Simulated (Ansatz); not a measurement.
**Worked example: vertical ionisation energy of C4H4 (1-buten-3-yne)**

The species is C4H4 (8 atoms), meant as a singlet with charge 0. As SMILES, `C#CC=C`. The coordinates come from a PBE0-D4/def2-TZVP relaxation.

Both states at this one shape; open shells run unrestricted unless said. 1 Eh = 27.2114 eV.

| level | program | singlet C4H4 (Eh) | doublet [C4H4]+ (Eh) | HOMO of the first (eV) |
| --- | --- | --- | --- | --- |
| r2SCAN/MINI | Ansatz | -153.329597 | -152.885204 | -8.70 |
| CAM-B3LYP/cc-pVDZ | Ansatz | -154.642866 | -154.299716 | -8.28 |

Question: Work out the vertical ionisation energy at each level.

Answer: 
1. r2SCAN/MINI: -152.885204 − (-153.329597) = 0.444393 Eh = 12.09 eV; −ε(HOMO) = 8.70 eV.
2. CAM-B3LYP/cc-pVDZ: -154.299716 − (-154.642866) = 0.343150 Eh = 9.34 eV; −ε(HOMO) = 8.28 eV.

No measured value is set beside it here; the levels span 9.34 to 12.09 eV. In semi-local functionals −ε(HOMO) lies far under the ionisation energy, a result of self-interaction, while the difference of totals does much better. Minimal sets are far from the basis-set limit.
